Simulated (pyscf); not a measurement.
**Substitution at Si: :N–F (SMILES [N]F) [triplet] + F–SiH₃ (SMILES F[SiH3]) → F–N•–SiH₂–F (SMILES F[N][SiH2]F) + H• (SMILES [H])**

Gas phase, triplet surface, charge 0. Bonds broken: Si4–H6. Bonds formed: N1–Si4. Optimised with ωB97X-D3(BJ)/def2-SVP in PySCF. Correlated levels are frozen-core, on RHF or UHF. ΔMP2 is the change of the MP2 total energy from the triple- to the quadruple-zeta basis.

Transition state (Å):

```xyz
7

N     -0.3744    -0.5000     1.1644
F     -0.3347     0.5841     1.9702
F     -0.9541    -1.3462    -1.2701
Si    -0.9680     0.0834    -0.5054
H     -2.3241     0.5548    -0.0675
H     -1.5505     0.9471    -1.8544
H      0.1878     0.9815    -0.8250
```

One imaginary mode, 654i cm⁻¹; descent along it reached the two sides named.

```
bond    change  reactant side (Å)  saddle  product side
------  ------  -----------------  ------  ------------
Si4–H6  breaks              1.488   1.704           3.7
N1–Si4   forms                3.2   1.866         1.814
```

Electronic energies relative to the separated reactants (kcal/mol):

| level | barrier | reaction energy |
|---|---|---|
| ωB97X-D3(BJ)/def2-TZVP | 37.3 | +29.5 |
| PBE/def2-TZVP | 22.9 | +25.5 |
| r²SCAN/def2-TZVP | 26.6 | +29.5 |
| B3LYP-D3(BJ)/def2-TZVP | 32.0 | +30.5 |
| PBE0-D3(BJ)/def2-TZVP | 30.8 | +28.3 |
| M06-2X/def2-TZVP | 36.4 | +29.1 |
| ωB97M-D3(BJ)/def2-TZVP | 37.1 | +29.3 |
| HF/def2-TZVP | 63.5 | +40.9 |
| MP2/def2-QZVPP | 40.6 | +26.5 |
| CCSD/def2-TZVPP | 45.3 | +34.2 |
| CCSD(T)/def2-TZVPP | 42.0 | +32.3 |
| CCSD(T)/def2-TZVPP + ΔMP2(QZVPP) | 40.0 | +30.8 |

With CCSD(T)/def2-TZVPP + ΔMP2(QZVPP) energies and thermal terms (ideal gas, 1 atm, RRHO with modes under 100 cm⁻¹ raised to 100, one conformer, R ln 2 for chiral ones without a mode under 150 cm⁻¹), in kcal/mol:

| T (K) | ΔH‡ | ΔG‡ | ΔH | ΔG |
|---|---|---|---|---|
| 298 | 37.2 | 46.2 | +28.2 | +30.1 |
| 600 | 38.0 | 55.0 | +29.5 | +31.5 |
| 900 | 38.9 | 63.2 | +30.7 | +32.2 |
| 1200 | 39.5 | 71.3 | +31.6 | +32.6 |

At PBE, r²SCAN this geometry lies under the product side: in single points on another level's saddle the reverse barrier vanishes, and the forward threshold there is about the reaction energy. The same reactants have a lower exit, to •HN–F + F–SiH₂• (barrier +24.1 kcal/mol at ωB97M-D3(BJ), against +37.1 kcal/mol here). F–N•–SiH₂–F + H• also meet on a surface of lower spin, which isn't treated here. F–N•–SiH₂–F lies 109.8 kcal/mol over its isomer H₂N–Si•(F)–F (electronic energy, ωB97M-D3(BJ)). This is the saddle that the search found; another between the same sides may lie lower. The angle at the attacked Si is 167°. The CCSD(T) − MP2 part came from Ansatz, without density fitting, on the same reference.
